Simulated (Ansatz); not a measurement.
# BH3+ (doublet): the correlation ladder, cc-pVDZ

How much of the correlation energy of BH3+ (doublet) does each wave-function method recover here?

Method: cc-pVDZ, core rule «outside noble gas», up to 1 orbitals frozen; program: Ansatz 0.2.0, Gaussian basis.

The runs, in order: UHF; CCSD(T) on ROHF; CCSD(T) on UHF; BCCD(T) on ROHF; CISD; CCSDT(Q) on ROHF; CCSDT(Q) on UHF; CISDTQ; CASSCF and MRCISD+Q, 5 electrons in 7 orbitals; CASSCF and NEVPT2, 5 electrons in 7 orbitals; Full CI.

29 further runs of the same task are left out: 6 for a known fault of the program, 9 that didn't finish, 14 set aside as unsound or not needed.

## 1. The system

The geometry is a PBE0/def2-TZVP stationary point (not a proven minimum) of the parent state, kept for this charge and spin.

4 atoms, charge 1, spin multiplicity 2.

Atoms are counted from 1 here; the program's logs count them from 0.

Bond lengths: B1–H2 1.281 Å, B1–H3 1.186 Å, B1–H4 1.281 Å. Angles: H2–B1–H3 117.7°, H2–B1–H4 49.8°, H3–B1–H4 117.7°.

## 2. UHF

in.yaml

```yaml
crystal:
  periodic: [false, false, false]
  atoms:
    - {symbol: B, position_ang: [-0.114887, 0.000009, 0.089052]}
    - {symbol: H, position_ang: [0.311423, 0.539087, -0.991887]}
    - {symbol: H, position_ang: [0.609492, -0.000048, 1.028622]}
    - {symbol: H, position_ang: [0.311340, -0.539134, -0.991888]}
basis:
  gaussian: {orbitals: cc-pVDZ}
total_charge: 1
magnetization: {spin_polarized: true, initial_magnetization: 1}
hamiltonian: {xc: hf}
output: {orbitals: {seedname: orbitals}}
```

Started as:

```sh
$ ansatz run in.yaml --threads 1 --pin off --events-out ev --progress --plain --max-ram 2393MiB
```

Further steps of the session: CCSD(T) on ROHF; CCSD(T) on UHF; BCCD(T) on ROHF; CISD; CCSDT(Q) on ROHF; CCSDT(Q) on UHF; CISDTQ; CASSCF and MRCISD+Q, 5 electrons in 7 orbitals; CASSCF and NEVPT2, 5 electrons in 7 orbitals; Full CI.

**Question.** What will the summary of the whole plan be? Wanted: FCI below the RHF energy; RMP2 from FCI; UMP2 from FCI; RCCSD from FCI; RCCSD(T) from FCI; UCCSD(T) from FCI; RCCSDT(Q) from FCI; UCCSDT(Q) from FCI; NEVPT2 valence from FCI.

As calculated:

| quantity | value |
| --- | --- |
| FCI below the RHF energy | -2.6922 eV |
| RMP2 from FCI | +634.0 meV |
| UMP2 from FCI | +637.1 meV |
| RCCSD from FCI | +54.5 meV |
| RCCSD(T) from FCI | +12.6 meV |
| UCCSD(T) from FCI | +12.4 meV |
| RCCSDT(Q) from FCI | 0.0 meV |
| UCCSDT(Q) from FCI | -0.3 meV |
| NEVPT2 valence from FCI | +329.8 meV |
| MRCISD+Q valence from FCI | +4.1 meV |
| levels within 1 kcal/mol (43 meV) | RCCSD(T), UCCSD(T), BCCD(T), RCCSDT, UCCSDT, CISDTQ, RCCSDT(Q), UCCSDT(Q), MRCISD valence, MRCISD+Q valence |
| T1 diagnostic | 0.018 |
| effectively unpaired electrons | 1.02 |

RCCSD(T) misses by +12.6 meV, 0.5 % of the correlation energy. One determinant dominates. Of the multireference levels listed MRCISD+Q valence comes nearest in total energy (+4.1 meV), which doesn't show that its space is the better one. These misses are within one basis, not against nature; the frozen cores of restricted and unrestricted runs differ, which can shift their rows.
